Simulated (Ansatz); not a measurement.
# AlH4NO: the cost of one run

Program: Ansatz 0.2.0. Level of theory: UKS PBE0/def2-SVP. These are calculated values, not measurements.

### 1 The starting structure

Bond lengths: Al1–O2 2.179 Å, Al1–N3 1.726 Å, Al1–H5 1.532 Å, O2–H6 0.955 Å, N3–H7 1.011 Å. Angles: Al1–O2–H6 128.6°, O2–Al1–N3 80.1°, O2–Al1–H5 117.4°, N3–Al1–H5 162.5°, Al1–N3–H7 133.6°.

As a file:

```xyz
7

Al   -0.9170    0.1017    0.4478
O     1.0894   -0.7400    0.5726
N    -0.2527    0.7003   -1.0282
H     0.7248    0.0608   -0.3626
H    -1.8748   -0.1864    1.6077
H     1.4168   -1.5574    0.2020
H    -0.1866    1.6211   -1.4393
```

### 2 Run 1

150 steps of 0.5 fs at constant energy, with velocities drawn for 300 K.

Contents of input.yaml:

```yaml
crystal:
  periodic: [false, false, false]
  atoms:
    - { symbol: Al, position_ang: [-0.917, 0.1017, 0.4478] }
    - { symbol: O, position_ang: [1.0894, -0.74, 0.5726] }
    - { symbol: "N", position_ang: [-0.2527, 0.7003, -1.0282] }
    - { symbol: H, position_ang: [0.7248, 0.0608, -0.3626] }
    - { symbol: H, position_ang: [-1.8748, -0.1864, 1.6077] }
    - { symbol: H, position_ang: [1.4168, -1.5574, 0.202] }
    - { symbol: H, position_ang: [-0.1866, 1.6211, -1.4393] }
magnetization:
  spin_polarized: true
basis:
  gaussian: { orbitals: def2-SVP }
hamiltonian:
  xc: pbe0
md:
  timestep: 0.5
  n_steps: 150
  ensemble: nve
  temperature: 300.0
  initial_velocities: maxwell_boltzmann
  seed: 255592
```

Run with:

```bash
> ansatz run input.yaml --threads 1 --pin off --max-ram 2048MiB --backend cpu --events-out ev --progress --plain --runs-dir out
```

**Question.** How long does this run take on 1 thread of Intel Xeon Platinum 8488C (Sapphire Rapids), shared host, and how much memory does it need?

About 7.5 min, with a peak of 0.16 GiB.
